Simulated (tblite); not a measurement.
Start geometry of `P(P(F)F)(F)F` from a force field or distance geometry (Å):
```
atom  x, y, z in Å
F1    -1.9364    0.5133   -1.2494
P2    -0.9907   -0.5512   -0.3022
F3    -1.6988   -0.6393    1.2747
P4     1.0486    0.1988   -0.2734
F5     1.3325    1.4901    0.7942
F6     2.2479   -1.0097   -0.2654
```

Question: What comes out of this run: GFN2-xTB geometry optimisation, gas phase (tblite)?

Answer: 
```
atom  x, y, z in Å
F1    -1.4915   -0.3497   -1.3362
P2    -0.8954   -0.6796    0.1329
F3    -1.7730    0.4595    0.8783
P4     0.8950    0.6798   -0.1393
F5     1.4964    0.3517    1.3279
F6     1.7716   -0.4596   -0.8851
```

The energy falls by 2.647 eV over 57 L-BFGS steps, the largest force on an atom goes from 4.13 to 0.009 eV/Å, and the atoms move by 0.938 Å rms after alignment. The bond that changes most is P2–F3 (three-coordinate phosphorus to phosphorus-bound fluorine), which shortens by 0.111 Å. Bonds longer at the end by more than 0.005 Å: 1 of 5; shorter: 4. Among the angles that change most is P2–P4–F5, from 115.3° to 93.6°. Among the dihedrals that turn most is F3–P2–P4–F5, from -41° to 86°. Rotational constants go from 3140, 1264, 1243 to 3738, 1766, 1384 MHz. The orientation of the end geometry is arbitrary; only internal coordinates are fixed.

Run on x86-64 server, one thread, shared host.

Its GFN2-xTB frequencies are all real (lowest 39 cm⁻¹). One conformer, not necessarily the lowest.

The numbers are calculated, not measured.
